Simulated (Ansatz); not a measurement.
**MgF+ (singlet): the correlation ladder at distance F1–Mg2 = 1.896 Å, cc-pVDZ**

One table from this session's results is given with a row withheld; the runs are named, their logs left out.

The runs use Ansatz 0.2.0, Gaussian basis; cc-pVDZ, core rule «outside noble gas», up to 6 orbitals frozen.

To be run: UHF; CCSD(T) on RHF; BCCD(T) on RHF; CISD; CCSDT(Q) on RHF; CCSDTQ on RHF; CASSCF and MRCISD+Q, 2 electrons in 2 orbitals; CASSCF and NEVPT2, 2 electrons in 2 orbitals.

41 further runs of the same task are left out: 22 for a known fault of the program, 15 that didn't finish, 4 set aside as unsound or not needed. Runs told in other sessions of the task aren't counted.

## What is computed

The geometry derives from a PBE0/def2-TZVP stationary point (not a proven minimum). One bond is set to the value named and the two fragments are kept rigid.

2 atoms, charge 1, spin multiplicity 1.

Atoms are counted from 1 here; the program's logs count them from 0.

Bond lengths: F1–Mg2 1.896 Å.

The first run:

in.yaml

```yaml
crystal:
  periodic: [false, false, false]
  atoms:
    - {symbol: F, position_ang: [0.000000, 0.000000, 0.000000]}
    - {symbol: Mg, position_ang: [0.000000, 0.000000, 1.896000]}
basis:
  gaussian: {orbitals: cc-pVDZ}
total_charge: 1
magnetization: {spin_polarized: true, initial_magnetization: 0}
hamiltonian: {xc: hf}
output: {orbitals: {seedname: orbitals}}
```

On the command line:

```sh
> ansatz run in.yaml --threads 1 --pin off --events-out ev --progress --plain --max-ram 2393MiB
```

Among the steps run: UHF; CCSD(T) on RHF; BCCD(T) on RHF; CISD; CCSDT(Q) on RHF; CCSDTQ on RHF; CASSCF and MRCISD+Q, 2 electrons in 2 orbitals; CASSCF and NEVPT2, 2 electrons in 2 orbitals.

One of the session's tables, all rows but one given; the rest of the session is left out.

```
       method  from RCCSDTQ (meV)
          RHF             +5938.3
         RMP2              +113.6
         CISD              +352.6
        RCCSD              +129.7
     RCCSD(T)               +21.7
      BCCD(T)               +16.1
       RCCSDT               +14.6
    RCCSDT(Q)                -4.8
      RCCSDTQ                   0
  CASSCF pair                   ?
  NEVPT2 pair               +50.0
  MRCISD pair              +278.7
MRCISD+Q pair               +45.8
```

**Question.** Estimate the row for CASSCF pair.

The run gave: from RCCSDTQ (meV): +5396.0. In the column «from RCCSDTQ (meV)» it lies between CISD (+352.6) and RHF (+5938.3).
